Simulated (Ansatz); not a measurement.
## hcp Cr (model structure)

All values below come from r²SCAN+rVV10 (plane waves, PAW; Ansatz, a program for electronic structure).

Numerical settings: plane-wave cutoff 500 eV, 36×36×18 k mesh (along the axes of the cell as run), Fermi–Dirac smearing 0.1 eV, no spin polarisation, scalar-relativistic PAW data made under PBE.

Cell (relaxed at this level):

```
CELL_PARAMETERS angstrom
      1.22727    -2.12570     0.00000
      1.22727     2.12570     0.00000
      0.00000     0.00000     4.44842
ATOMIC_POSITIONS crystal
  Cr 0.33333 0.66667 0.25000
  Cr 0.66667 0.33333 0.75000
```

* **band gap**: none

Note: the relaxation could raise the start's symmetry but not lower it, so the cell can be a saddle point.

The computed numbers hold no vibrational or temperature effects.

A model structure was made by putting elements into a prototype or built by hand; it is no filed structure, need not be a known phase, and can be a saddle point held by its symmetry.
